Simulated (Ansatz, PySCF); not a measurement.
System: phosphanylidynephosphane, P$_{2}$ (charge 0, singlet). SMILES: P#P
Geometry: optimised at B3LYP-D3(BJ)/def2-TZVP (Ansatz, a program for electronic structure).

Wanted: atomisation energy (electronic, to ground-state atoms), in kcal/mol. Valence correlation only, unless marked. UHF or UKS for open shells. No spin-orbit coupling. No relativistic terms. The coupled-cluster limit lacks core correlation, which all-electron functionals hold. Basis-set limits of correlation are two-point, X^-3; Hartree-Fock from the larger set (for Q and 5 zeta extrapolated as (X+1)exp(-9√X)). [CCSD(T)-MP2]/basis is that difference in the basis named.

```json
[
 {"level": "BLYP-D4/def2-TZVPD", "program": "Ansatz + dftd4", "atomisation energy (kcal/mol)": "124.4", "minus last row": "8.5", "rough core time": "under 20 s"},
 {"level": "TPSSh-D4/def2-TZVPD", "program": "PySCF + dftd4", "atomisation energy (kcal/mol)": "114.0", "minus last row": "-1.9", "rough core time": "-"},
 {"level": "r2SCANh-D4/def2-TZVPD", "program": "Ansatz + dftd4", "atomisation energy (kcal/mol)": "109.9", "minus last row": "-6.0", "rough core time": "under 20 s"},
 {"level": "CAM-B3LYP/def2-TZVPD", "program": "Ansatz", "atomisation energy (kcal/mol)": "111.6", "minus last row": "-4.3", "rough core time": "under 20 s"},
 {"level": "MP2/cc-pV(D+d)Z", "program": "Ansatz", "atomisation energy (kcal/mol)": "95.3", "minus last row": "-20.6", "rough core time": "-"},
 {"level": "RI-MP2/def2-QZVPPD", "program": "Ansatz", "atomisation energy (kcal/mol)": "114.5", "minus last row": "-1.4", "rough core time": "under 20 s"},
 {"level": "CCSD/6-31G", "program": "Ansatz", "atomisation energy (kcal/mol)": "52.6", "minus last row": "-63.3", "rough core time": "-"},
 {"level": "CCSD(T) with core electrons (1s frozen past Ne)/cc-pwCVTZ", "program": "Ansatz", "atomisation energy (kcal/mol)": "106.6", "minus last row": "-9.3", "rough core time": "under 20 s"},
 {"level": "RI-MP2/CBS(aug-cc-pV(T+d)Z,aug-cc-pV(Q+d)Z)+[CCSD(T)-MP2]/aug-cc-pV(D+d)Z", "program": "Ansatz", "atomisation energy (kcal/mol)": "115.0", "minus last row": "-0.9", "rough core time": "under 20 s"},
 {"level": "CCSD(T)/CBS(cc-pV(Q+d)Z,cc-pV(5+d)Z)", "program": "Ansatz", "atomisation energy (kcal/mol)": "115.9", "minus last row": "0.0", "rough core time": "40 s"}
]
```

Core times are rough, on shared machines, summed over the molecules involved; a dash marks a level read off another run, or run on other hardware, by another program or under a memory cap.

The Hartree-Fock reference is unstable (checked in the largest basis), which strains HF and MP2.
